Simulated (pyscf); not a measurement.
Optimised with ωB97X-D3(BJ)/def2-SVP in PySCF.

Problem. For Cl–GeH₂–Cl (SMILES [Cl][GeH2][Cl]) + H₂O (SMILES O) → HO–GeH(Cl)–Cl (SMILES [OH][GeH]([Cl])[Cl]) + H₂ (SMILES [H][H]), a four-centre exchange (singlet surface; Ge–H, H–O broken, Ge–O, H–H formed), PBE/def2-TZVP gives ΔE‡ = 149.3 kJ/mol and ΔE = -23.3 kJ/mol (zero: the separated reactants). In which direction and how far do r²SCAN/def2-TZVP, B3LYP-D3(BJ)/def2-TZVP, ωB97M-D3(BJ)/def2-TZVP move these?

Solution. r²SCAN: ΔE‡ = 153.1 kJ/mol, ΔE = -32.0 kJ/mol; B3LYP-D3(BJ): ΔE‡ = 168.7 kJ/mol, ΔE = -26.2 kJ/mol; ωB97M-D3(BJ): ΔE‡ = 172.0 kJ/mol, ΔE = -22.8 kJ/mol. PBE's barrier lies under all of them, by 3.8 to 22.7 kJ/mol. Its reaction energy matches one of them and lies within 8.8 kJ/mol of the others. On the reactant side the descent ends in a complex, 24.9 kJ/mol under the separated species and 195.3 kJ/mol under the saddle at ωB97X-D3(BJ)/def2-TZVP. This is the saddle that the search found; another between the same sides may lie lower. Elements up to Kr have no core potential and no relativistic terms here.
